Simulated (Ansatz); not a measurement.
Reaction (substitution at a C–O bond): `O/C=C(\O)F` + HCl → `O/C=C(/F)Cl` + H₂O

Computed with Ansatz on PBE0-D4/def2-TZVP structures; ΔE is electronic, products minus reactants. CCSD(T)/CBS is the MP2 limit (def2-TZVPP, def2-QZVPP) plus CCSD(T) − MP2 in def2-TZVPP, frozen cores. This one scheme is used for every species. Double bonds are as drawn, so ΔE can hold a change between cis and trans. DFT in def2-TZVPP. One conformer a species, not always the lowest.

(1) Is it downhill or uphill in electronic energy at CCSD(T)/CBS, and by how much? (Estimate.)

(2) What do these levels give: r2SCAN-D4, B97M-V, ωB97X-V, CAM-B3LYP, CCSD/def2-SVP, CCSD(T)/def2-SVP, HF/def2-TZVPP, MP2/def2-TZVPP, CCSD(T)/def2-TZVPP, SCS-MP2/def2-QZVPP, MP2/CBS(def2), CCSD/CBS(def2)? (Best estimate.)

Largest T1 diagnostic among the species: 0.012.

## Answers

(1) Computed: Uphill: ΔE = +1.3 kcal/mol.

(2) The calculation gave: r2SCAN-D4 2.5, B97M-V 3.3, ωB97X-V 3.5, CAM-B3LYP 4.4, CCSD/def2-SVP 8.5, CCSD(T)/def2-SVP 8.0, HF/def2-TZVPP 7.3, MP2/def2-TZVPP 1.5, CCSD(T)/def2-TZVPP 3.0, SCS-MP2/def2-QZVPP 1.3, MP2/CBS(def2) -0.2, CCSD/CBS(def2) 2.2 kcal/mol.

The D4 term adds −0.7 kcal/mol with B3LYP and −0.4 kcal/mol with PBE0; it sums over pairs of atoms, weighted by their polarisabilities, and B3LYP, whose exchange is more repulsive, gets the larger term. From r2SCAN to r2SCAN0 (25 % exact exchange), in def2-TZVPP and without D4, ΔE moves by +0.9 kcal/mol. Leaving LDA and LC-ωPBE aside and taking each functional with its dispersion term where it has one, the values, not all of them listed here, spread over 3.7 kcal/mol, from revPBE-D4 to BHLYP-D4. LDA lies +1.7 kcal/mol from PBE without D4.

B3LYP here is the variant with VWN-RPA as its local correlation; programs differ in this.
